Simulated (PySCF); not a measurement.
# Property card for `C(#CC)C#C`

C₅H₄.
Cartesian coordinates in Å at the GFN2-xTB level; atoms count from 1:
```
atom  x, y, z in Å
C1     2.3900    1.8756    0.9268
C2     1.4809    1.1612    0.5901
C3     0.4536    0.3562    0.2099
C4    -0.4585   -0.3593   -0.1242
C5    -1.5466   -1.2146   -0.5270
H6     3.1806    2.4977    1.2204
H7    -2.5010   -0.7502   -0.2764
H8    -1.5092   -1.3861   -1.6035
H9    -1.4764   -2.1744   -0.0140
```

Some functional groups and rings: alkyne.

GFN2-xTB geometry:

| Quantity | Value |
| --- | --- |
| Point group of the GFN2-xTB geometry | C3v |
| Rotational constants A, B, C of the GFN2-xTB geometry | 159.260, 2.066, 2.066 GHz |

PBE0/pcSseg-1 ground state and GIAO shieldings, non-relativistic (PySCF):

| Quantity | Value |
| --- | --- |
| Dipole moment | 1.35 D |
| HOMO energy | -7.19 eV |
| LUMO energy | -0.40 eV |
| HOMO–LUMO gap | 6.79 eV |
| Lowest Hirshfeld atomic charge | -0.09 e on C1/C5 |
| Highest Hirshfeld atomic charge | +0.10 e on H6 |
| 13C chemical shifts (computed TMS as zero) by class | 78.1 (C4), 74.5 (C2), 72.7 (C3), 69.8 (C1), 5.2 (C5) ppm |
| 1H chemical shifts (computed TMS as zero) by class | 2.13 (H7/H8/H9), 1.07 (H6) ppm |
| Mayer bond orders between heavy atoms | C1–C2 2.28, C2–C3 0.96, C3–C4 2.16, C4–C5 1.23 |

B3LYP/pcJ-1 indirect spin-spin coupling, non-relativistic, gas phase (PySCF):

| Item | Value |
| --- | --- |
| Largest of the computed one-bond spin–spin couplings (means over like bonds) | 13C–1H +271.4 (C1–H6), 13C–13C +227.4 (C1–C2), 13C–13C +227.3 (C3–C4), 13C–13C +174.0 (C2–C3), 13C–1H +138.4 (C5–H7 and 2 like it), 13C–13C +75.3 (C4–C5) Hz |

Monoisotopic mass from the formula: 64.0313 u.

A dipole of 1.35 D is allowed in C3v, and pure rotational transitions are dipole-allowed. The dipole equals about 4.5 × 10⁻³⁰ C·m (1 D = 3.33564 × 10⁻³⁰ C·m). With B = h/(8π²I), that is 505.379 GHz u Å² over I, the principal moments of inertia are 3.17, 244.6 and 244.6 u Å² (most abundant isotopes). The rotational constants are those of a prolate symmetric top.

